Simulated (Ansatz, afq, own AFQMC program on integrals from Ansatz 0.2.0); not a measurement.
BH2⁺, singlet in cc-pVDZ, levels against full CI

```xyz
3

B    -0.0917    0.0000    0.0000
H     0.4917    0.0000   -1.0248
H     0.4917    0.0000    1.0248
```

Basis cc-pVDZ. Only valence electrons are correlated. AFQMC by an in-house program on the Cholesky factors that Ansatz 0.2.0 writes for its CCSD(T) run. ph-AFQMC/CISD is guided by a CISD state made of CCSD amplitudes; releasing the constraint for a short imaginary time cuts its bias at the price of noise, slowly where states lie close. Uncertainties: one standard error, sampling alone.

Determinant: RHF, the one that the program's search chose, which needn't be the lowest solution. The geometry is a point of a scan.

Full CI on the same integrals is exact in this basis and with this determinant's frozen core.

Cautions: the ph-AFQMC/CISD walk drifts between its halves (2.2 errors).

The T1 diagnostic is 0.0103 and the weight of the determinant in the CISD state is 0.956. The size of the correlated space is 4 electrons in 23 orbitals.

Reference: full CI, correlation energy -2.098 eV. The released energy is read at 2.40 1/Eh (meV from the phaseless value at times in 1/Eh: 0.1 ± 0.7 at 0.24, -1.2 ± 0.7 at 0.51, -2.0 ± 0.6 at 0.99, -2.2 ± 0.4 at 1.62, -2.4 ± 0.7 at 2.40).

| level | E − E(reference) (meV) | share of correlation (%) |
| --- | --- | --- |
| HF | 2097.8 | 0.00 |
| MP2 | 542.9 | 74.12 |
| CCSD | 27.0 | 98.71 |
| CCSD(T) | 7.2 | 99.66 |
| CCSDT | 0.4 | 99.98 |
| CCSDT(Q) | 0.1 | 100.00 |
| ph-AFQMC/CISD | 1.9 ± 0.7 | 99.91 |
| released AFQMC | -0.5 ± 0.7 | 100.03 |

CCSDT and higher add their correlation energy to the determinant of the CCSD(T) run, since their own runs factorise the integrals more tightly (a shift of under 2 meV). A walk keeps the symmetry of its determinant, which the program's search chose and which needn't be the lowest solution, so a lower state of the same spin and another symmetry isn't excluded. Released energies are given only where the last usable release times agree within the noise; a slower fall can still hide under it.
